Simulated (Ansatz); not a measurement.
in.yaml

```yaml
crystal:
  periodic: [false, false, false]
  atoms:
    - {symbol: Se, position_ang: [0.000000, 0.000000, 0.000000]}
    - {symbol: Na, position_ang: [0.000000, 0.000000, 2.633000]}
basis:
  gaussian: {orbitals: def2-SVPD}
total_charge: 1
magnetization: {spin_polarized: false, initial_magnetization: 2}
correlation: {active_space: {ras: {orbitals: [11, 2, 36], electrons: 24, max_holes: 2, max_particles: 2}, fixed_orbitals: true}}
```

```sh
$ ansatz run in.yaml --threads 1 --pin off --events-out ev --progress --plain --max-ram 2393MiB
```

Log:

```
550 factors; integrals over basis functions are off by at most 6.1e-4 eV
mean field evaluation 1: about -69692.2232 eV, gradient 1.3e1 eV
mean field evaluation 2: about -69692.2356 eV, gradient 1.3e1 eV
mean field evaluation 4: about -69692.5610 eV, gradient 4.8e-1 eV
mean field evaluation 8: about -69692.5632 eV, gradient 7.9e-5 eV
mean field evaluation 16: about -69691.9736 eV, gradient 8.8e-2 eV
mean field evaluation 32: about -69692.2722 eV, gradient 1.0e0 eV
mean field evaluation 64: about -69691.9736 eV, gradient 8.8e-2 eV
mean field -69692.56321443 eV, -2561.1544588144 hartree, gradient 2.2e-6 eV, S^2 2.000000; 10 other end points of the search recorded, 0 dependent functions left out
reference -69692.56321443 eV, -2561.1544588144 hartree; 23, 21 occupied and 36, 38 virtual orbitals, 550 factors
state -69697.91871403 eV, -2561.3512697944 hartree
Total energy: -69697.91871403 eV, -2561.3512697944 hartree
```

Natural occupations: 1.9999 1.9999 1.9999 1.9998 1.9966 1.9966 1.9966 1.9965 1.9965 1.9711 1.9642 0.9945 0.9945 0.0143 0.0130 0.0130 0.0104 0.0104 0.0084 0.0044 0.0037 0.0037 0.0021 0.0021.

Ran on 1 thread of Arm Neoverse V1, shared host: 67 s wall, 0.32 GiB peak host memory.
